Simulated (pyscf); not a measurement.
## Elimination: `[NH2][Sn]([NH2])([NH2])[NH2]` -> `[NH3]` + `[NH]=[Sn]([NH2])[NH2]`

Gas phase, singlet surface, charge 0. Bonds broken: N1–Sn2, N3–H8. Bonds formed: N1–H8. Single points on ωB97X-D3(BJ)/def2-SVP structures (PySCF, gas phase).

Transition state (Å):

```xyz
13

N      0.4173     1.2695    -0.9192
Sn    -0.4159     0.0594     0.7234
N     -0.2428    -1.0786    -0.8588
N     -2.1026     0.8636     1.5007
N      0.9025     0.1918     2.2530
H     -0.1375     2.0231    -1.3229
H      1.3900     1.5704    -0.8662
H      0.2072     0.1376    -1.3827
H     -0.6544    -1.9998    -0.9812
H     -2.8692     0.9776     0.8423
H     -1.9834     1.7276     2.0250
H      0.4761     0.2709     3.1738
H      1.5855    -0.5621     2.2761
```

One imaginary mode, 1291i cm⁻¹; descent along it reached the two sides named, in the forms told below.

| bond | change | reactant side (Å) | saddle | product side |
|---|---|---|---|---|
| N1–Sn2 | breaks | 2.031 | 2.204 | 2.302 |
| N3–H8 | breaks | 1.017 | 1.399 | 2.288 |
| N1–H8 | forms | 3.2 | 1.241 | 1.029 |

Electronic energies relative to the reactant's lowest minimum found (kJ/mol):

| level | barrier | reaction energy | reverse barrier |
|---|---|---|---|
| ωB97X-D3(BJ)/def2-TZVP | 198.2 | +242.7 | -44.5 |
| PBE/def2-TZVP | 158.7 | +187.8 | -29.1 |
| r²SCAN/def2-TZVP | 173.8 | +211.6 | -37.8 |
| B3LYP-D3(BJ)/def2-TZVP | 182.1 | +209.8 | -27.7 |
| PBE0-D3(BJ)/def2-TZVP | 179.7 | +224.0 | -44.3 |
| M06-2X/def2-TZVP | 193.3 | +244.7 | -51.4 |
| ωB97M-D3(BJ)/def2-TZVP | 193.2 | +228.9 | -35.7 |
| HF/def2-TZVP | 249.5 | +252.6 | -3.1 |

With ωB97M-D3(BJ)/def2-TZVP energies and thermal terms (ideal gas, 1 atm, RRHO with modes under 100 cm⁻¹ raised to 100, one conformer, R ln 2 for chiral ones without a mode under 150 cm⁻¹), in kJ/mol:

```json
[
 {"T (K)": "298", "ΔH‡": "181.3", "ΔG‡": "185.0", "ΔH": "+222.7", "ΔG": "+181.3"},
 {"T (K)": "600", "ΔH‡": "178.7", "ΔG‡": "189.8", "ΔH": "+218.7", "ΔG": "+140.7"},
 {"T (K)": "900", "ΔH‡": "176.8", "ΔG‡": "195.9", "ΔH": "+213.8", "ΔG": "+102.8"},
 {"T (K)": "1200", "ΔH‡": "175.2", "ΔG‡": "202.5", "ΔH": "+208.8", "ΔG": "+66.6"}
]
```

On the product side the descent ends in an adduct with a N–Sn contact, 80.9 kJ/mol under the separated species and 36.4 kJ/mol under the saddle at ωB97X-D3(BJ)/def2-TZVP. At ωB97X-D3(BJ)/def2-TZVP, PBE, r²SCAN, B3LYP-D3(BJ), PBE0-D3(BJ), M06-2X, ωB97M-D3(BJ)/def2-TZVP, HF the saddle lies under the separated products, which points to a path from their complex (located at ωB97X-D3(BJ) alone), and parting the products costs more than the saddle. What is counted as broken (N–Sn) persists as a longer contact in the product adduct; parting that adduct is a step of its own. This is the saddle that the search found; another between the same sides may lie lower. Elements past Kr carry the def2 core potentials, without spin-orbit coupling.
